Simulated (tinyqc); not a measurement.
Inside a calculation. Method: RHF in the sto-3g basis, for H2O, spin multiplicity 1. One step of it, computed by the program tinyqc.

Question. Iteration 2: building the Fock matrix. J_ij = sum D_kl (ij|kl), K_ij = sum D_kl (ik|jl); F = H + J - 0.5 K; E = tr D H + tr D J / 2 - 0.25 tr D K + E_nn.

D after iteration 1, lower triangle:
```
            1O 1s      1O 2s     1O 2px    1O 2py    1O 2pz     2H 1s     3H 1s
1O 1s    2.110122
1O 2s   -0.516052   1.901621
1O 2px  -0.023697   0.079911   1.905436
1O 2py  -0.004219   0.161502  -0.021587  1.708710
1O 2pz   0.024337  -0.311420   0.005435  0.138990  1.632508
2H 1s    0.031671  -0.440233   0.093087  0.063883  0.019379  0.588180
3H 1s   -0.022540   0.061678  -0.275293  0.025504  0.212912  0.063377  0.562793
```

core Hamiltonian H = T + V (hartree), lower triangle:
```
             1O 1s      1O 2s     1O 2px     1O 2py     1O 2pz      2H 1s      3H 1s
1O 1s   -32.649150
1O 2s    -7.595817  -9.268749
1O 2px    0.000000   0.000000  -7.403425
1O 2py    0.000000   0.000000   0.000000  -7.529409
1O 2pz   -0.017423  -0.209317   0.000000   0.000000  -7.491674
2H 1s    -1.490678  -3.335513   0.000000  -1.810575  -1.580816  -4.822404
3H 1s    -1.490678  -3.335513   0.000000   1.810575  -1.580816  -1.414414  -4.822404
```

Two-electron integrals (ij|kl) in chemists' order, unique and non-zero (hartree):
```
(11|11) 4.785065    (21|11) 0.741380    (21|21) 0.136873    (22|11) 1.118947
(22|21) 0.256633    (22|22) 0.817206    (31|31) 0.024477    (32|31) 0.037809
(32|32) 0.180518    (33|11) 1.115814    (33|21) 0.256684    (33|22) 0.817023
(33|33) 0.880159    (41|41) 0.024477    (42|41) 0.037809    (42|42) 0.180518
(43|43) 0.047444    (44|11) 1.115814    (44|21) 0.256684    (44|22) 0.817023
(44|33) 0.785270    (44|44) 0.880159    (51|51) 0.024477    (52|51) 0.037809
(52|52) 0.180518    (53|53) 0.047444    (54|54) 0.047444    (55|11) 1.115814
(55|21) 0.256684    (55|22) 0.817023    (55|33) 0.785270    (55|44) 0.785270
(55|55) 0.880159    (61|11) 0.146371    (61|21) 0.026798    (61|22) 0.049935
(61|33) 0.049838    (61|41) 0.000949    (61|42) 0.001777    (61|44) 0.050013
(61|51) 0.000794    (61|52) 0.001488    (61|54) 0.000146    (61|55) 0.049961
(61|61) 0.005315    (62|11) 0.359377    (62|21) 0.083472    (62|22) 0.294686
(62|33) 0.289652    (62|41) 0.004809    (62|42) 0.036879    (62|44) 0.298367
(62|51) 0.004025    (62|52) 0.030866    (62|54) 0.007294    (62|55) 0.295757
(62|61) 0.016666    (62|62) 0.132036    (63|31) 0.008694    (63|32) 0.050757
(63|43) 0.007644    (63|53) 0.006398    (63|63) 0.018724    (64|11) 0.199551
(64|21) 0.046945    (64|22) 0.176961    (64|33) 0.168948    (64|41) 0.011062
(64|42) 0.071702    (64|44) 0.189265    (64|51) 0.001982    (64|52) 0.017530
(64|54) 0.010607    (64|55) 0.172471    (64|61) 0.009784    (64|62) 0.096313
(64|64) 0.088167    (65|11) 0.167013    (65|21) 0.039290    (65|22) 0.148106
(65|33) 0.141400    (65|41) 0.001982    (65|42) 0.017530    (65|44) 0.145609
(65|51) 0.010353    (65|52) 0.065428    (65|54) 0.011167    (65|55) 0.157143
(65|61) 0.008188    (65|62) 0.080609    (65|64) 0.058120    (65|65) 0.067367
(66|11) 0.501929    (66|21) 0.118476    (66|22) 0.479954    (66|33) 0.460605
(66|41) 0.008772    (66|42) 0.092980    (66|44) 0.494387    (66|51) 0.007342
(66|52) 0.077819    (66|54) 0.028274    (66|55) 0.484269    (66|61) 0.023862
(66|62) 0.271780    (66|64) 0.226295    (66|65) 0.189396    (66|66) 0.774606
(71|11) 0.146371    (71|21) 0.026798    (71|22) 0.049935    (71|33) 0.049838
(71|41) -0.000949   (71|42) -0.001777   (71|44) 0.050013    (71|51) 0.000794
(71|52) 0.001488    (71|54) -0.000146   (71|55) 0.049961    (71|61) 0.005237
(71|62) 0.016167    (71|64) 0.008677    (71|65) 0.007949    (71|66) 0.022911
(71|71) 0.005315    (72|11) 0.359377    (72|21) 0.083472    (72|22) 0.294686
(72|33) 0.289652    (72|41) -0.004809   (72|42) -0.036879   (72|44) 0.298367
(72|51) 0.004025    (72|52) 0.030866    (72|54) -0.007294   (72|55) 0.295757
(72|61) 0.016167    (72|62) 0.107714    (72|64) 0.054107    (72|65) 0.064000
(72|66) 0.182568    (72|71) 0.016666    (72|72) 0.132036    (73|31) 0.008694
(73|32) 0.050757    (73|43) -0.007644   (73|53) 0.006398    (73|63) 0.014794
(73|73) 0.018724    (74|11) -0.199551   (74|21) -0.046945   (74|22) -0.176961
(74|33) -0.168948   (74|41) 0.011062    (74|42) 0.071702    (74|44) -0.189265
(74|51) -0.001982   (74|52) -0.017530   (74|54) 0.010607    (74|55) -0.172471
(74|61) -0.008677   (74|62) -0.054107   (74|64) -0.012840   (74|65) -0.031437
(74|66) -0.081341   (74|71) -0.009784   (74|72) -0.096313   (74|74) 0.088167
(75|11) 0.167013    (75|21) 0.039290    (75|22) 0.148106    (75|33) 0.141400
(75|41) -0.001982   (75|42) -0.017530   (75|44) 0.145609    (75|51) 0.010353
(75|52) 0.065428    (75|54) -0.011167   (75|55) 0.157143    (75|61) 0.007949
(75|62) 0.064000    (75|64) 0.031437    (75|65) 0.052246    (75|66) 0.118848
(75|71) 0.008188    (75|72) 0.080609    (75|74) -0.058120   (75|75) 0.067367
(76|11) 0.140123    (76|21) 0.032862    (76|22) 0.126301    (76|33) 0.123224
(76|44) 0.125564    (76|51) 0.002459    (76|52) 0.022580    (76|55) 0.129978
(76|61) 0.006501    (76|62) 0.056694    (76|64) 0.035699    (76|65) 0.038905
(76|66) 0.121996    (76|71) 0.006501    (76|72) 0.056694    (76|74) -0.035699
(76|75) 0.038905    (76|76) 0.030106    (77|11) 0.501929    (77|21) 0.118476
(77|22) 0.479954    (77|33) 0.460605    (77|41) -0.008772   (77|42) -0.092980
(77|44) 0.494387    (77|51) 0.007342    (77|52) 0.077819    (77|54) -0.028274
(77|55) 0.484269    (77|61) 0.022911    (77|62) 0.182568    (77|64) 0.081341
(77|65) 0.118848    (77|66) 0.331791    (77|71) 0.023862    (77|72) 0.271780
(77|74) -0.226295   (77|75) 0.189396    (77|76) 0.121996    (77|77) 0.774606
```

nuclear repulsion = 8.60821862 hartree

Give: Coulomb J; exchange K; Fock matrix F; total energy of this density.

Answer.

Coulomb J (hartree), lower triangle:
```
          1O 1s    1O 2s   1O 2px   1O 2py  1O 2pz   2H 1s   3H 1s
1O 1s   17.7330
1O 2s    3.3576   8.3655
1O 2px   0.0017   0.0086   8.3501
1O 2py   0.0087   0.0296   0.0036   8.3676
1O 2pz  -0.0117  -0.0098  -0.0018   0.0042  8.3553
2H 1s    0.6575   2.9791   0.0028   1.7830  1.4878  4.8765
3H 1s    0.6567   2.9722   0.0005  -1.7664  1.4862  1.2718  4.8804
```

exchange K (hartree), lower triangle:
```
          1O 1s    1O 2s   1O 2px   1O 2py  1O 2pz   2H 1s   3H 1s
1O 1s    9.7102
1O 2s    1.5785   2.4863
1O 2px  -0.0142   0.0107   2.1802
1O 2py   0.0345   0.0861   0.0471   2.0929
1O 2pz  -0.0533  -0.1851  -0.0224   0.0783  2.0729
2H 1s    0.2991   0.8487   0.0294   0.5578  0.3978  0.8504
3H 1s    0.3047   0.9420  -0.0887  -0.4700  0.4317  0.3592  0.9625
```

Fock matrix F (hartree), lower triangle:
```
           1O 1s    1O 2s   1O 2px   1O 2py   1O 2pz    2H 1s    3H 1s
1O 1s   -19.7713
1O 2s    -5.0275  -2.1464
1O 2px    0.0088   0.0032  -0.1434
1O 2py   -0.0085  -0.0135  -0.0200  -0.2083
1O 2pz   -0.0024  -0.1265   0.0094  -0.0350  -0.1728
2H 1s    -0.9827  -0.7808  -0.0119  -0.3065  -0.2920  -0.3711
3H 1s    -0.9863  -0.8343   0.0449   0.2792  -0.3105  -0.3222  -0.4232
```

total energy of this density = -73.112695 hartree

This density is a damped mixture and is not idempotent.
